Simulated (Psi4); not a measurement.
# UB3LYP/6-31G(d) (Cartesian functions) run of O2F (SMILES [O]OF)

Aim: the energy change on altering one bond length of O2F at UB3LYP/6-31G* (Cartesian functions), from 2 runs. 

The results are computed with Psi4 1.11.

2 further runs of the same task are left out: 2 set aside as unsound or not needed.

## Step 1: Starting point

O2F has 3 atoms, charge 0, and is taken as a doublet. As SMILES, `[O]OF`. Geometry: relaxed at PBE0-D4/def2-TZVP.

Bond lengths: O1–O2 1.181 Å. A long bond or contact: O2–F3 1.573 Å.

## Step 2: Energy and forces at UB3LYP/6-31G(d) (Cartesian functions)

Contents of calc.py:

```python
import psi4

psi4.set_memory(1600000000)
psi4.set_num_threads(1)
psi4.set_output_file('fo2.out', False)

mol = psi4.geometry("""
0 2
O
O 1 1.181137
F 2 1.573215 1 111.00452
symmetry c1
no_reorient
no_com
""")

psi4.set_options({
    'basis': '6-31G*',
    'reference': 'uks',
    'puream': False,
    'e_convergence': 1e-09,
    'd_convergence': 1e-08,
    'scf_type': 'pk',
    'dft_radial_points': 99,
    'dft_spherical_points': 590,
    'maxiter': 100,
})

E = psi4.gradient("b3lyp", molecule=mol)
print('gradient / Eh bohr^-1')
print(E.np.round(6))
```

The run is started by

```bash
python calc.py
```

fo2.out (excerpt; [...] marks lines left out):

```text
[...]
  Running in c1 symmetry.
[...]
  Nuclear repulsion =   69.596685161349086
[...]
  Multiplicity = 2
[...]
  Nalpha       = 13
  Nbeta        = 12
[...]
    Number of basis functions: 45
[...]
   @UKS iter   1:  -249.97036984594564   -3.16690e-01   1.06461e-02 DIIS/ADIIS
[...]
   @UKS iter  18:  -250.05358113223409   -2.84217e-14   2.25590e-09 DIIS
[...]
   @S^2 Observed:                7.751217095E-01
[...]
    Orbital Energies [Eh]
    ---------------------
    Alpha Occupied:
       1A    -24.697882     2A    -19.412473     3A    -19.328827
       4A     -1.382138     5A     -1.139512     6A     -0.853457
       7A     -0.619797     8A     -0.610762     9A     -0.592901
      10A     -0.399351    11A     -0.383584    12A     -0.367035
      13A     -0.323113
    Alpha Virtual:
      14A     -0.127305    15A      0.207641    16A      0.646716
      17A      0.694705    18A      0.743689    19A      0.776913
      20A      0.809933    21A      0.871645    22A      0.912216
      23A      1.116660    24A      1.187751    25A      1.233008
[...]
  @UKS Final Energy:  -250.05358113223409
   => Energetics <=
    Nuclear Repulsion Energy =             69.5966851613490860
    One-Electron Energy =                -483.7261419155306612
    Two-Electron Energy =                 186.2527840746614345
    DFT Exchange-Correlation Energy =     -22.1769084527139846
    Empirical Dispersion Energy =           0.0000000000000000
    VV10 Nonlocal Energy =                  0.0000000000000000
    Total Energy =                       -250.0535811322340862
[...]
 Multipole Moments:
 ------------------------------------------------------------------------------------
     Multipole            Electronic (a.u.)      Nuclear  (a.u.)        Total (a.u.)
 ------------------------------------------------------------------------------------
 L = 1.  Multiply by 2.5417464519 to convert [e a0] to [Debye]
 Dipole X            :          0.4185015           -0.8745064           -0.4560049
 Dipole Y            :         -0.4764196            0.6874175            0.2109978
 Dipole Z            :         -0.0000000            0.0000000           -0.0000000
 Magnitude           :                                                    0.5024545
[...]
  -Total Gradient:
     Atom            X                  Y                   Z
    ------   -----------------  -----------------  -----------------
       1        0.000822731256    -0.045232944944     0.000000000000
       2        0.003483896705     0.042917659034     0.000000000000
       3       -0.004300747363     0.002316333357     0.000000000000
[...]
```

The script printed:

```text
gradient / Eh bohr^-1
[[ 0.000823 -0.045233  0.      ]
 [ 0.003484  0.042918  0.      ]
 [-0.004301  0.002316  0.      ]]
```

Run time: 6.3 s. Hardware: 1 thread of Intel Xeon 6975P-C (Granite Rapids), shared host; peak memory 0.42 GiB.

## Step 3: The distorted shape: the energy at UB3LYP/6-31G(d) (Cartesian functions)

Contents of calc.py:

```python
import psi4

psi4.set_memory(1600000000)
psi4.set_num_threads(1)
psi4.core.set_output_file('run.log', False)

m = psi4.geometry("""
0 2
O      1.99066396    -0.78316298     1.01172913
O      0.25184380     0.94083795     0.24175266
F     -2.01567637    -0.38253726    -1.15303529
units bohr
symmetry c1
no_reorient
no_com
""")

options = {'reference': 'uks', 'puream': False, 'e_convergence': 1e-09, 'd_convergence': 1e-08, 'scf_type': 'pk', 'dft_radial_points': 99, 'dft_spherical_points': 590, 'maxiter': 100}
psi4.set_options(options)

E = psi4.energy("b3lyp/6-31G*")
print(f'total energy {E:.8f} hartree = {E * 27.211386:.5f} eV')
```

The run is started by

```bash
python calc.py
```

run.log (excerpt; [...] marks lines left out):

```text
[...]
  Running in c1 symmetry.
[...]
  Nuclear repulsion =   64.902218287725745
[...]
  Multiplicity = 2
[...]
  Nalpha       = 13
  Nbeta        = 12
[...]
    Number of basis functions: 45
[...]
   @UKS iter   1:  -249.93946865764465   -6.17130e-01   1.13390e-02 ADIIS/DIIS
[...]
   @UKS iter  19:  -250.03601679184879   -2.55795e-13   4.27163e-09 DIIS
[...]
   @S^2 Observed:                7.716693446E-01
[...]
    Orbital Energies [Eh]
    ---------------------
    Alpha Occupied:
       1A    -24.735850     2A    -19.403310     3A    -19.327154
       4A     -1.259616     5A     -1.143767     6A     -0.889346
       7A     -0.577747     8A     -0.555779     9A     -0.544717
      10A     -0.423317    11A     -0.405924    12A     -0.381762
      13A     -0.354389
    Alpha Virtual:
      14A     -0.154643    15A      0.017819    16A      0.660307
      17A      0.711748    18A      0.754736    19A      0.777395
      20A      0.863172    21A      0.876473    22A      0.918505
      23A      1.096294    24A      1.176950    25A      1.218599
[...]
  @UKS Final Energy:  -250.03601679184879
   => Energetics <=
    Nuclear Repulsion Energy =             64.9022182877257450
    One-Electron Energy =                -474.6234919373735011
    Two-Electron Energy =                 181.7556861514230491
    DFT Exchange-Correlation Energy =     -22.0704292936241124
    Empirical Dispersion Energy =           0.0000000000000000
    VV10 Nonlocal Energy =                  0.0000000000000000
    Total Energy =                       -250.0360167918487946
[...]
 Multipole Moments:
 ------------------------------------------------------------------------------------
     Multipole            Electronic (a.u.)      Nuclear  (a.u.)        Total (a.u.)
 ------------------------------------------------------------------------------------
 L = 1.  Multiply by 2.5417464519 to convert [e a0] to [Debye]
 Dipole X            :          0.4245322           -0.2010253            0.2235069
 Dipole Y            :          2.3170116           -2.1814356            0.1355760
 Dipole Z            :          0.4875074           -0.3494633            0.1380441
 Magnitude           :                                                    0.2956220
[...]
```

On the terminal:

```text
total energy -250.03601679 hartree = -6803.82657 eV
```

Run time: 5.7 s. Hardware: 1 thread of Intel Xeon 6975P-C (Granite Rapids), shared host; peak memory 0.42 GiB.

## Step 4: Results

At UB3LYP/6-31G* (Cartesian functions):

| quantity | value |
| --- | --- |
| first shape: total energy | -250.05358 Eh |
| first shape: dipole moment | 1.28 D |
| first shape: HOMO energy (highest over α and β) | -8.79 eV |
| first shape: LUMO energy (lowest over α and β) | -4.09 eV |
| first shape: ⟨S²⟩ | 0.775 |
| first shape: largest force on an atom | 2.326 eV/Å |
| distorted shape: total energy | -250.03602 Eh |
| distorted shape: dipole moment | 0.75 D |
| distorted shape: HOMO energy (highest over α and β) | -9.64 eV |
| distorted shape: LUMO energy (lowest over α and β) | -5.02 eV |
| distorted shape: ⟨S²⟩ | 0.772 |
| energy change with the O1–O2 bond stretched from 1.181 to 1.358 Å | 0.478 eV |

What this shows: With the O1–O2 bond stretched from 1.181 to 1.358 Å the energy rises by 0.48 eV (11.0 kcal/mol). The first shape isn't relaxed at this level, so the change isn't measured from a minimum. The largest force (first shape) is 2.33 eV/Å: the shape isn't a stationary point for this species at this level.
